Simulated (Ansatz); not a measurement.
Input file for Ansatz (a first-principles code): R-CCSD(T)/aug-cc-pVQZ on HCN (SMILES C#N).

Ansatz 0.2 input:
```yaml
crystal:
  periodic: [false, false, false]
  atoms:
    - {symbol: C, position_ang: [0.00000000, 0.00000000, -0.50036500]}
    - {symbol: N, position_ang: [0.00000000, 0.00000000, 0.65264000]}
    - {symbol: H, position_ang: [0.00000000, 0.00000000, -1.56629100]}
basis:
  gaussian:
    orbitals: aug-cc-pVQZ
magnetization: {spin_polarized: false}
correlation: {method: ccsd_t, electrons: outside_noble_gas}
scf: {lower_state_search: off}
```

The head of its log:

```
WARN ansatz: RAYON_NUM_THREADS=2 ignored (pool sized by the plan → 2); use --threads N
Functional definition: HF
these checks for a lower state are left out or cut short: stability, starts, cluster_reference, orbital_swaps, neighbouring_geometries, increment
integrals: 0.91 GiB planned
1244 factors; integrals over basis functions are off by at most 1.2e-3 eV
mean field: 0.51 GiB planned
mean field evaluation 1: about -2526.3761 eV, gradient 2.9e1 eV
mean field evaluation 2: about -2526.3765 eV, gradient 2.9e1 eV
mean field evaluation 4: about -2528.3009 eV, gradient 2.9e0 eV
mean field evaluation 8: about -2528.3346 eV, gradient 1.6e-4 eV
mean field -2528.33455243 eV, -92.9145810352 hartree, gradient 1.6e-6 eV, S^2 0.000000; 0 other end points of the search recorded, 0 dependent functions left out
2 core orbitals not correlated
reference -2528.33455243 eV, -92.9145810352 hartree; 5, 5 occupied and 199, 199 virtual orbitals, 1244 factors
```

### Question
Predict the final total energy.

### Answer
-93.3034 hartree (reference determinant -92.9146, T1 diagnostic 0.014).
